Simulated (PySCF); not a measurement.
Isomers of C2H3N. Isolated molecules, 0 K electronic values unless said otherwise. Strings in code marks are SMILES.

The HOMO–LUMO gap from two functionals at the same geometries (r2SCAN-D4/def2-TZVP), both in PySCF: PBE-D3(BJ)/def2-TZVP and r2SCAN-D4/def2-TZVP. 

```
species    r2SCAN-D4/def2-TZVP (eV)
---------  ------------------------
`C#CN`                         6.11
`C(=C)=N`                      5.00
`CC#N`                         8.44
```

Q: What does PBE-D3(BJ)/def2-TZVP give for each?

A: 
- `C#CN`: 5.23
- `C(=C)=N`: 4.52
- `CC#N`: 7.85
Over these rows, drawn at random from the members with no instability flagged (it was tested for open shells, ions and some series alone), PBE minus r2SCAN-D4: mean -0.65 eV, from -0.88 eV to -0.49 eV.
